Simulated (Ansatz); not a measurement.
Species: C2H4NO, charge 0, multiplicity 2. SMILES: CC([NH])=O
Coordinates optimised at B3LYP-D3(BJ)/def2-TZVP (Ansatz, an electronic-structure program):
```xyz
8

O      0.4806     1.2318     0.0712
C      0.0856     0.0703    -0.0239
N      1.0063    -0.9284     0.1131
C     -1.3604    -0.3142    -0.1021
H     -1.9628     0.5531    -0.3620
H     -1.5017    -1.1086    -0.8366
H     -1.6814    -0.7025     0.8666
H      1.9064    -0.6339    -0.2739
```
Charge 0, spin multiplicity 2.

Property: atomisation energy, in kcal/mol. Set-up: 6-311+G** with 5d; LANL2DZ all-electron up to Ne; atomisation electronic, to ground-state atoms; spin-orbit terms left out; open shells spin-unrestricted; 6-31G* and kin with 6d, 5d where marked; frozen cores in correlated levels; non-relativistic. Ab initio and DFT rows: single points at B3LYP-D3(BJ) geometries (Ansatz). A UHF reference is markedly spin-contaminated in at least one set, which strains HF and MP2.

| level | program | atomisation energy (kcal/mol) |
|---|---|---|
| MP2/STO-3G | Ansatz | 639.1 |
| MP2/3-21G | Ansatz | 604.5 |
| MP2/LANL2DZ | Ansatz | 591.7 |
| MP2/6-31G* | Ansatz | 683.0 |
| MP2/6-311+G** | Ansatz | 704.1 |

No value to compare with is used here. The 5 habitual levels span 591.7 (MP2/LANL2DZ) to 704.1 kcal/mol (MP2/6-311+G**).

The sets are all those run for this method; runs whose electronic state is in doubt are left out.
